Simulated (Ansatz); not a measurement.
Reaction: H3BS2O (borodithioic acid, SMILES OB(S)S) → H2BSO (SMILES O[B]S, doublet) + HS (SMILES [SH], doublet) (the B-S bond breaks)
Each species at its own B3LYP-D3(BJ)/def2-TZVP minimum (Ansatz, an electronic-structure program), one conformer.

Quantity: bond dissociation energy (electronic), in kcal/mol. Radicals and triplets start from unrestricted determinants; spin-orbit coupling is neglected. CBS(X,Y): correlation extrapolated as X^-3, Hartree-Fock from the larger set. A bracket is a step between two methods taken in the basis named. The functionals are non-relativistic, so their misses hold any scalar relativity. Double hybrids freeze cores in their MP2 part. 'core' is core correlation in cc-pwCVTZ (1s frozen past Ne), 'X2C' scalar relativity in cc-pVTZ-DK, both at CCSD(T).

CCSD(T)/CBS(cc-pV(T+d)Z,cc-pV(Q+d)Z) + [CCSDT(Q) - CCSD(T)]/cc-pV(D+d)Z + core + X2C (Ansatz) gives 104.4 kcal/mol.

Q: How far off this value is PBE/def2-TZVPD (Ansatz), in which direction, and which of these levels come nearer: r2SCAN/def2-TZVPD, wB97M-V/def2-TZVPD, B2PLYP/def2-TZVPD, CCSD(T)/CBS(cc-pV(T+d)Z,cc-pV(Q+d)Z) + core + X2C?

A: PBE gives 100.8 kcal/mol, 3.6 kcal/mol below it. Differences of the others: r2SCAN/def2-TZVPD (Ansatz) -5.5; wB97M-V/def2-TZVPD (Ansatz) 0.5; B2PLYP/def2-TZVPD (Ansatz) -5.1; CCSD(T)/CBS(cc-pV(T+d)Z,cc-pV(Q+d)Z) + core + X2C (Ansatz) 0.0 kcal/mol. Nearer than PBE: wB97M-V/def2-TZVPD, CCSD(T)/CBS(cc-pV(T+d)Z,cc-pV(Q+d)Z) + core + X2C.
